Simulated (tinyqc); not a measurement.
Inside a calculation (part 2 of 2). Method: UHF in the sto-3g basis, for BH, spin multiplicity 3. Computed by tinyqc, a small Python program that keeps every step (integrals from PySCF). Command: `OMP_NUM_THREADS=1 python tinyqc.py 26594 26595 out.jsonl` (the two numbers bound the seeds that draw the settings). One thread of a shared host (Intel(R) Xeon(R) Processor @ 2.60GHz), about 0.1 s of CPU time with the checks.

Geometry (angstrom):

| atom | x | y | z |
|---|---|---|---|
| B | 0.000000 | 0.000000 | 0.000000 |
| H | 0.000000 | 0.000000 | 1.493000 |

## Convergence

Stop when the energy changes by less than 1e-08 hartree and every element of the error matrix X^T (F D S - S D F) X (for each spin) is below 3e-05.

Course of the cycle:

| iteration | E (hartree) | change | largest element of the error matrix |
|---|---|---|---|
| 1 | -17.33740128 | - | 1.81e+00 |
| 2 | -19.44644323 | -2.11e+00 | 1.21e+00 |
| 3 | -20.95976229 | -1.51e+00 | 8.28e-01 |
| 4 | -22.04368217 | -1.08e+00 | 5.90e-01 |
| 5 | -22.81737108 | -7.74e-01 | 4.23e-01 |
| 6 | -23.36783761 | -5.50e-01 | 3.05e-01 |
| 7 | -23.75846802 | -3.91e-01 | 2.22e-01 |
| 8 | -24.03513645 | -2.77e-01 | 1.62e-01 |
| 9 | -24.23082527 | -1.96e-01 | 1.20e-01 |
| 10 | -24.36911789 | -1.38e-01 | 9.00e-02 |
| 11 | -24.46680474 | -9.77e-02 | 6.78e-02 |
| 12 | -24.53580125 | -6.90e-02 | 5.15e-02 |
| 13 | -24.58454303 | -4.87e-02 | 3.95e-02 |
| 14 | -24.61899202 | -3.44e-02 | 3.05e-02 |
| ... | ... | ... | ... |
| 56 | -24.70374346 | -2.45e-06 | 9.05e-04 |
| 57 | -24.70374565 | -2.19e-06 | 8.61e-04 |
| 58 | -24.70374760 | -1.95e-06 | 8.18e-04 |
| 59 | -24.70374934 | -1.74e-06 | 7.78e-04 |
| 60 | -24.70375090 | -1.56e-06 | 7.39e-04 |
| 61 | -24.70375230 | -1.39e-06 | 7.03e-04 |
| 62 | -24.70375355 | -1.25e-06 | 6.68e-04 |
| 63 | -24.70375466 | -1.12e-06 | 6.35e-04 |
| 64 | -24.70375566 | -1.00e-06 | 6.03e-04 |
| 65 | -24.70375656 | -8.97e-07 | 5.73e-04 |
| 66 | -24.70375737 | -8.04e-07 | 5.45e-04 |
| 67 | -24.70375809 | -7.22e-07 | 5.18e-04 |
| 68 | -24.70375873 | -6.48e-07 | 4.92e-04 |
| 69 | -24.70375931 | -5.81e-07 | 4.67e-04 |

PySCF UHF in the same basis, after a stability check = -24.70376453 hartree

Not converged within the cap of 69 iterations: the residual falls steadily but slowly, by a factor of about 0.95 a step. Reruns (cap 100 unless said): DIIS 8: converged in 13; damping 0.5: converged in 73; level shift 0.5: converged in 61; atomic densities as start, DIIS 8: converged in 10; the original settings with a cap of 400: converged in 123.
